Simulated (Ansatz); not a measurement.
# Al2H+ (triplet): from Hartree-Fock to the top rungs, cc-pVDZ

How much of the correlation energy of Al2H+ (triplet) does each wave-function method recover here?

Method: cc-pVDZ, core rule «outside noble gas», up to 10 orbitals frozen; program: Ansatz 0.2.0, Gaussian basis.

Plan: UHF; CCSD(T) on ROHF; CCSD(T) on UHF; BCCD(T) on ROHF; CISD; CCSDT(Q) on ROHF; CCSDT(Q) on UHF; CISDTQ; CCSDTQ on ROHF; CCSDTQ on UHF; CASSCF and MRCISD+Q, 6 electrons in 9 orbitals; CASSCF and NEVPT2, 6 electrons in 9 orbitals; Full CI.

6 further runs of the same task are left out: 3 for a known fault of the program, 1 that didn't finish, 2 set aside as unsound or not needed.

### 1 The geometry

The geometry is a PBE0/def2-TZVP stationary point (not a proven minimum) of the parent state, kept for this charge and spin.

3 atoms, charge 1, spin multiplicity 3.

Atoms are counted from 1 here; the program's logs count them from 0.

Bond lengths: Al1–Al2 2.360 Å, Al1–H3 1.583 Å. Angles: Al2–Al1–H3 180.0°.

### 2 UHF

in.yaml

```yaml
crystal:
  periodic: [false, false, false]
  atoms:
    - {symbol: Al, position_ang: [0.000000, 0.000000, 0.259056]}
    - {symbol: Al, position_ang: [0.000000, 0.000000, -2.101360]}
    - {symbol: H, position_ang: [0.000000, 0.000000, 1.842303]}
basis:
  gaussian: {orbitals: cc-pVDZ}
total_charge: 1
magnetization: {spin_polarized: true, initial_magnetization: 2}
hamiltonian: {xc: hf}
output: {orbitals: {seedname: orbitals}}
```

The run is started by

```
$ ansatz run in.yaml --threads 1 --pin off --events-out ev --progress --plain --max-ram 2816MiB --backend cpu
```

Further steps of the session: CCSD(T) on ROHF; CCSD(T) on UHF; BCCD(T) on ROHF; CISD; CCSDT(Q) on ROHF; CCSDT(Q) on UHF; CISDTQ; CCSDTQ on ROHF; CCSDTQ on UHF; CASSCF and MRCISD+Q, 6 electrons in 9 orbitals; CASSCF and NEVPT2, 6 electrons in 9 orbitals; Full CI.

**Question.** What will the summary of the whole plan be? Wanted: FCI below the RHF energy; RMP2 from FCI; UMP2 from FCI; RCCSD from FCI; RCCSD(T) from FCI; UCCSD(T) from FCI; RCCSDT(Q) from FCI; UCCSDT(Q) from FCI; NEVPT2 valence from FCI.

As calculated:

```
                         quantity                                                                                                          value
         FCI below the RHF energy                                                                                                     -2.7069 eV
                    RMP2 from FCI                                                                                                   +78.6 kJ/mol
                    UMP2 from FCI                                                                                                   +77.8 kJ/mol
                   RCCSD from FCI                                                                                                   +11.3 kJ/mol
                RCCSD(T) from FCI                                                                                                    +3.6 kJ/mol
                UCCSD(T) from FCI                                                                                                    +3.5 kJ/mol
               RCCSDT(Q) from FCI                                                                                                    +0.1 kJ/mol
               UCCSDT(Q) from FCI                                                                                                    +0.1 kJ/mol
          NEVPT2 valence from FCI                                                                                                   +39.8 kJ/mol
        MRCISD+Q valence from FCI                                                                                                    +0.3 kJ/mol
levels within 1 kcal/mol (43 meV)  RCCSD(T), UCCSD(T), BCCD(T), RCCSDT, UCCSDT, CISDTQ, RCCSDT(Q), UCCSDT(Q), RCCSDTQ, UCCSDTQ, MRCISD+Q valence
                    T1 diagnostic                                                                                                          0.039
   effectively unpaired electrons                                                                                                           2.06
```

In words: RCCSD(T) misses by +3.6 kJ/mol, 1.4 % of the correlation energy. One determinant dominates. Of the multireference levels listed MRCISD+Q valence comes nearest in total energy (+0.3 kJ/mol), which doesn't show that its space is the better one. These misses are within one basis, not against nature; the frozen cores of restricted and unrestricted runs differ, which can shift their rows.
